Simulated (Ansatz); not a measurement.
Antifluorite Mg2Sn

Level of theory: PBE in Ansatz (PAW).

Numerical settings: plane-wave cutoff 500 eV, 14×14×14 k mesh, Fermi–Dirac smearing 0.1 eV, scalar-relativistic PAW data made under PBE.

Cell: relaxed at this level.

| Property | Result |
|---|---|
| equilibrium volume per atom | 26.41 Å³/atom |
| equilibrium lattice constant a | 6.818 Å |
| band gap | zero (no gap) |

Measured, for comparison: band gap 0.36 eV (temperature not stated, no zero-point or thermal correction, indirect, Γ–X; as tabulated in Ryu et al. (2019), arXiv:1905.06140); equilibrium volume per atom 25.82 Å³/atom, lattice constant a 6.766 Å (temperature not stated, no zero-point or thermal correction; as tabulated in Freccero, Grin, Wagner, Dalton Trans. (2023), ESI). Computed (rounded) less measured: equilibrium volume per atom +2.3 %, lattice constant a +0.8 %.

Spin–orbit coupling is not included.

Computed values are for the static lattice.

It cost around 50 core-seconds (rough) of CPU time.

Ansatz is a quantum-chemistry and plane-wave program.
